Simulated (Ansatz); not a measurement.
Steps of a relaxation of `CC(C)(C)C=O` with RKS PBE-D4/def2-SVP.

```sh
$ ansatz run in.yaml --threads 2 --pin off --events-out ev --progress --plain --max-ram 32768MiB --backend cpu
```

```yaml
crystal:
  periodic: [false, false, false]
  atoms:
    - {symbol: C, position_ang: [-0.939300, -0.944800, 0.744500]}
    - {symbol: C, position_ang: [-0.025700, 0.062800, 0.037800]}
    - {symbol: C, position_ang: [1.386400, -0.425800, 0.187600]}
    - {symbol: C, position_ang: [-0.300100, 0.192000, -1.451200]}
    - {symbol: C, position_ang: [-0.112100, 1.450100, 0.634900]}
    - {symbol: O, position_ang: [-0.860400, 1.779800, 1.575800]}
    - {symbol: H, position_ang: [-1.998300, -0.554900, 0.646900]}
    - {symbol: H, position_ang: [-0.888800, -1.886100, 0.289900]}
    - {symbol: H, position_ang: [-0.760300, -0.968000, 1.844500]}
    - {symbol: H, position_ang: [2.132400, 0.251600, -0.261800]}
    - {symbol: H, position_ang: [1.540500, -1.422700, -0.215300]}
    - {symbol: H, position_ang: [1.718900, -0.475600, 1.276500]}
    - {symbol: H, position_ang: [0.253800, 0.897200, -1.981500]}
    - {symbol: H, position_ang: [-0.336700, -0.779600, -1.930600]}
    - {symbol: H, position_ang: [-1.393200, 0.550300, -1.579100]}
    - {symbol: H, position_ang: [0.559900, 2.250900, 0.225300]}
basis:
  gaussian: {orbitals: def2-SVP}
hamiltonian: {xc: pbe, dispersion: d4}
relax: {f_tol: 0.03, max_steps: 200}
```

Positions (Å) and forces (eV/Å) along the path, 6 of 6 steps:

```xyz
16
step=1 energy=-7380.0361 eV
C    -0.939   -0.945    0.745   -1.583    3.140    0.889
C    -0.026    0.063    0.038    0.296   -0.268    0.127
C     1.386   -0.426    0.188    1.795    0.532    1.756
C    -0.300    0.192   -1.451   -4.148   -0.526    0.914
C    -0.112    1.450    0.635   -1.625    0.848    2.343
O    -0.860    1.780    1.576    1.163   -0.768   -1.624
H    -1.998   -0.555    0.647    0.485   -0.423    0.071
H    -0.889   -1.886    0.290    0.225   -2.122   -0.814
H    -0.760   -0.968    1.845    0.195   -0.175   -0.329
H     2.132    0.252   -0.262    0.101    0.121   -0.364
H     1.540   -1.423   -0.215   -0.028   -0.646   -0.438
H     1.719   -0.476    1.276   -0.422   -0.062   -0.655
H     0.254    0.897   -1.982    1.785    1.472   -1.122
H    -0.337   -0.780   -1.931    0.472   -0.730   -0.449
H    -1.393    0.550   -1.579    1.016   -0.262    0.116
H     0.560    2.251    0.225    0.271   -0.128   -0.422
16
step=2 energy=-7380.4510 eV
C    -0.990   -0.900    0.739   -0.174    0.769    0.340
C    -0.002    0.049    0.046   -0.367   -0.021    0.097
C     1.446   -0.414    0.205    0.556   -0.073    0.528
C    -0.359    0.189   -1.441   -1.150   -0.053    0.026
C    -0.104    1.428    0.668   -0.867    0.687    0.552
O    -0.861    1.743    1.576    0.480   -0.306   -0.412
H    -2.040   -0.528    0.651    0.309   -0.063   -0.045
H    -0.935   -1.892    0.291    0.046   -0.619   -0.130
H    -0.770   -0.943    1.825   -0.007   -0.181   -0.058
H     2.174    0.274   -0.273   -0.086    0.043   -0.083
H     1.592   -1.413   -0.239   -0.002   -0.187   -0.148
H     1.749   -0.492    1.282   -0.201    0.021   -0.299
H     0.274    0.904   -1.967    0.501    0.295   -0.314
H    -0.307   -0.800   -1.931    0.188   -0.072   -0.133
H    -1.423    0.542   -1.581    0.511   -0.150    0.186
H     0.534    2.231    0.193    0.264   -0.091   -0.109
16
step=3 energy=-7380.4893 eV
C    -0.996   -0.920    0.749   -0.075    0.368    0.121
C    -0.023    0.040    0.056   -0.169   -0.080    0.017
C     1.437   -0.413    0.217    0.209    0.025    0.275
C    -0.374    0.198   -1.436   -0.568   -0.004    0.083
C    -0.107    1.439    0.654    0.041    0.268   -0.175
O    -0.819    1.820    1.554   -0.294   -0.203    0.330
H    -2.044   -0.565    0.643    0.113   -0.016    0.055
H    -0.932   -1.927    0.309    0.053   -0.234   -0.078
H    -0.769   -0.983    1.831   -0.055   -0.049    0.021
H     2.137    0.304   -0.257    0.041    0.032   -0.049
H     1.608   -1.402   -0.243   -0.050   -0.144   -0.149
H     1.726   -0.500    1.289   -0.090    0.035   -0.109
H     0.278    0.930   -1.934    0.249    0.168   -0.188
H    -0.292   -0.770   -1.962    0.137   -0.149   -0.077
H    -1.428    0.543   -1.569    0.222   -0.043    0.078
H     0.575    2.183    0.144    0.235    0.026   -0.154
16
step=4 energy=-7380.5038 eV
C    -0.997   -0.898    0.759    0.050   -0.016   -0.031
C    -0.026    0.052    0.046   -0.285    0.031   -0.059
C     1.436   -0.407    0.204    0.084   -0.023    0.064
C    -0.374    0.188   -1.451   -0.028   -0.090   -0.059
C    -0.134    1.447    0.654    0.346    0.194    0.498
O    -0.841    1.772    1.588   -0.012   -0.108   -0.289
H    -2.043   -0.547    0.663    0.017    0.007   -0.010
H    -0.928   -1.916    0.326   -0.011   -0.020    0.015
H    -0.770   -0.956    1.842    0.003   -0.013   -0.008
H     2.145    0.304   -0.272   -0.028   -0.005    0.006
H     1.582   -1.397   -0.277   -0.027    0.036    0.000
H     1.716   -0.505    1.273   -0.012    0.003   -0.035
H     0.294    0.914   -1.962    0.001   -0.016    0.004
H    -0.258   -0.795   -1.956    0.003    0.074    0.006
H    -1.422    0.525   -1.596    0.041   -0.019    0.013
H     0.598    2.197    0.204   -0.143   -0.033   -0.117
16
step=5 energy=-7380.5131 eV
C    -0.995   -0.901    0.762    0.014    0.017    0.000
C    -0.031    0.056    0.052    0.036   -0.064   -0.030
C     1.433   -0.410    0.207    0.003   -0.009   -0.005
C    -0.372    0.191   -1.448    0.001   -0.015    0.003
C    -0.117    1.453    0.661   -0.121   -0.059    0.092
O    -0.842    1.779    1.578    0.036    0.029   -0.027
H    -2.043   -0.553    0.670    0.003    0.008    0.003
H    -0.925   -1.919    0.327    0.001    0.008   -0.004
H    -0.764   -0.967    1.844   -0.007    0.008   -0.011
H     2.141    0.308   -0.258   -0.002   -0.003    0.000
H     1.574   -1.391   -0.290    0.006    0.000    0.000
H     1.711   -0.524    1.275   -0.006   -0.002   -0.003
H     0.301    0.914   -1.955   -0.006    0.004    0.002
H    -0.255   -0.789   -1.955    0.002    0.005    0.004
H    -1.418    0.530   -1.597   -0.002    0.000    0.002
H     0.580    2.200    0.170    0.043    0.071   -0.024
16
step=6 energy=-7380.5137 eV
C    -0.995   -0.899    0.761   -0.001   -0.006   -0.001
C    -0.028    0.053    0.051   -0.006   -0.015   -0.001
C     1.435   -0.412    0.207    0.000   -0.006    0.000
C    -0.372    0.190   -1.447   -0.002    0.000    0.000
C    -0.120    1.451    0.662    0.007    0.022    0.005
O    -0.844    1.778    1.578   -0.004    0.003    0.003
H    -2.041   -0.545    0.671    0.003    0.001   -0.002
H    -0.930   -1.917    0.326   -0.003   -0.002    0.001
H    -0.765   -0.966    1.843    0.003    0.001    0.000
H     2.143    0.306   -0.258    0.002    0.000    0.002
H     1.578   -1.393   -0.291    0.000    0.002    0.000
H     1.712   -0.526    1.275    0.002    0.000   -0.002
H     0.295    0.918   -1.955    0.000    0.002    0.000
H    -0.249   -0.789   -1.956    0.002    0.000   -0.001
H    -1.420    0.522   -1.593    0.000   -0.002   -0.002
H     0.578    2.204    0.172   -0.002   -0.001   -0.002
```

It took 18 s on 2 threads of an AMD EPYC 7R13 on a shared host, with 0.57 GiB of host memory at the peak.
